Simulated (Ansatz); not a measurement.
A nudged elastic band was laid between two geometries of CH$_{7}$BSi (10 atoms, charge 0, multiplicity 1).

Computed with RHF/def2-SVP in Ansatz 0.2.0.

```
movable images  : 4
climbing image  : no
spring          : 5.0 eV/Å²
optimiser       : quadratic models (default)
start path      : IDPP
force threshold : 0.03 eV/Å
iteration limit : 60
end points      : relaxed
```

Initial state:

```xyz
10
Properties=species:S:1:pos:R:3
B -0.216 -0.918 -1.279
C 0.429 -0.648 0.117
Si -0.097 1.038 0.822
H -1.300 -1.431 -1.367
H 0.335 -0.574 -2.290
H 1.521 -0.620 0.075
H 0.119 -1.382 0.867
H -1.568 1.100 1.000
H 0.549 1.242 2.140
H 0.310 2.141 -0.081
```

Final state:

```xyz
10
Properties=species:S:1:pos:R:3
B 0.463 -0.719 -1.342
C 0.013 -0.768 0.152
Si -0.312 0.973 0.845
H -0.348 -0.725 -2.230
H 1.625 -0.623 -1.633
H 0.775 -1.204 0.805
H -0.927 -1.312 0.286
H -0.722 0.868 2.265
H 0.909 1.812 0.765
H -1.394 1.649 0.088
```

Question: Which bonds break or form, and what moves?

Answer: No bond is made or broken. The dihedral B1–C2–Si3–H10 goes from -60 to 61°. The two ends are copies of one structure, up to a mirror image or an exchange of like atoms.

Question: What energy profile does the band end with?

Answer: The forces met the threshold. The highest image is number 2 of 0 to 5, 0.053 eV above the ends, which have the same energy within 2 meV. No image climbed, so the highest image needn't sit at the top of the path.

```csv
image,path coordinate (Å),energy (eV),dihedral B1–C2–Si3–H10 (°)
0,0.00,0.000,-60
1,0.82,0.021,-36
2,1.64,0.053,-12
3,2.46,0.052,13
4,3.28,0.020,37
5,4.10,0.000,61
```

Question: What is the geometry of the highest image?

Answer: 
```xyz
10
Properties=species:S:1:pos:R:3
B 0.103 -0.787 -1.349
C 0.252 -0.752 0.204
Si -0.207 0.996 0.831
H -0.955 -1.031 -1.866
H 1.032 -0.510 -2.061
H 1.277 -0.944 0.531
H -0.422 -1.446 0.711
H -1.510 0.965 1.534
H 0.832 1.497 1.761
H -0.319 1.962 -0.292
```

The band took 6 iterations and about 60 core-seconds.

Run time: 58 s on 1 thread of AMD EPYC (Zen 3), with other jobs on the host, peak memory 0.15 GiB.
